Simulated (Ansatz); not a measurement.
Geometry optimisation, UHF/def2-SVP in Ansatz.

Input file:

```yaml
crystal:
  periodic: [false, false, false]
  atoms:
    - { symbol: B, position_ang: [-0.074301, -0.66201, -0.548222] }
    - { symbol: H, position_ang: [0.066092, -0.020395, 1.759439] }
    - { symbol: O, position_ang: [1.099501, -0.05616, -0.771386] }
    - { symbol: H, position_ang: [1.854778, -0.610815, -0.661118] }
    - { symbol: O, position_ang: [-1.229812, 0.003566, -0.674028] }
    - { symbol: H, position_ang: [-2.000608, -0.511459, -0.497684] }
    - { symbol: H, position_ang: [0.07445, 0.058673, 2.466599] }
magnetization:
  spin_polarized: true
  initial_magnetization: 1
basis:
  gaussian: { orbitals: def2-SVP }
hamiltonian:
  xc: hf
relax:
  f_tol: 0.03
  max_steps: 50
output:
  orbitals: {}
```

Command:

```bash
$ ansatz run input.yaml --threads 1 --pin off --max-ram 2048MiB --backend cpu --events-out ev --progress --plain --runs-dir out
```

Problem. Where does it end, and by what steps?

Solution. The run converged. The force dipped under the threshold on the way, but the program's further checks kept it going. After 26 steps the energy has fallen by 0.151 eV; H6 moved furthest, 0.97 Å.

| step | energy less start (eV) | largest force component (eV/Å) | accepted |
| --- | --- | --- | --- |
| 0 | 0.0000 | 1.526 | yes |
| 1 | -0.0772 | 0.808 | yes |
| 2 | -0.1064 | 0.572 | yes |
| 3 | -0.0959 | 0.600 | no |
| 4 | -0.1175 | 0.343 | yes |
| 5 | -0.1267 | 0.069 | yes |
| 6 | -0.1283 | 0.060 | yes |
| 7 | -0.0252 | 1.417 | no |
| 8 | -0.1344 | 0.060 | yes |
| 9 | -0.0792 | 1.141 | no |
| 10 | -0.1376 | 0.060 | yes |
| 11 | -0.1384 | 0.188 | yes |
| 12 | -0.1433 | 0.019 | yes |
| 13 | -0.1025 | 1.195 | no |
| 14 | -0.1440 | 0.069 | yes |
| 15 | -0.1436 | 0.249 | no |
| 16 | -0.1447 | 0.026 | yes |
| 17 | -0.1452 | 0.061 | yes |
| 18 | -0.1452 | 0.155 | yes |
| 19 | -0.1460 | 0.048 | yes |
| 20 | -0.1465 | 0.004 | yes |
| 21 | -0.1470 | 0.149 | yes |
| 22 | -0.1484 | 0.089 | yes |
| 23 | -0.1495 | 0.049 | yes |
| 24 | -0.1497 | 0.215 | yes |
| 25 | -0.1507 | 0.078 | yes |
| 26 | -0.1512 | 0.005 | yes |

```xyz
7
Properties=species:S:1:pos:R:3
B -0.174 -0.510 -1.183
H 0.493 0.150 2.391
O 0.839 -0.351 -0.320
H 1.698 -0.452 -0.695
O -1.446 -0.395 -0.783
H -2.087 -0.524 -1.463
H 0.468 0.282 3.126
```

Whether the end is a true minimum wasn't checked by a vibrational analysis.

Time of the run: 21 s on 1 thread of Arm Neoverse V1, with other jobs on the host, peak memory 0.11 GiB.
